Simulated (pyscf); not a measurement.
A first-order saddle from PySCF, ωB97X-D3(BJ)/def2-SVP:

```xyz
9

Cl    -0.3603     0.0128     1.3134
B     -1.8104    -0.1336     0.0189
Cl    -1.7578    -1.7620    -0.7694
H     -2.8430     0.2345     0.5104
Si     0.3440     0.5602    -0.8810
H     -1.4511     0.7586    -0.8003
H      1.5888    -0.2049    -0.6092
H     -0.0123     0.2425    -2.2896
H      0.5082     2.0149    -0.6572
```

Surface: singlet, charge 0. Lowest wavenumbers (cm⁻¹): 329i, 97, 238, 267, 395.

Question: Which two sides does it connect, and which bonds change?

Answer: Cl–BH–Cl + silane (SiH₄) ⇌ H₃Si–Cl + H₂B–Cl, a four-centre exchange read from left to right: B–Cl, H–Si broken and Cl–Si, B–H formed. At CCSD(T)/def2-TZVPP + ΔMP2(QZVPP) it lies +0.86 eV from the left side and +0.85 eV from the right (each side as separated species at their lowest minima found). One saddle was located; it need not be the lowest between these sides. The CCSD(T) − MP2 part came from Ansatz, without density fitting, on the same reference.
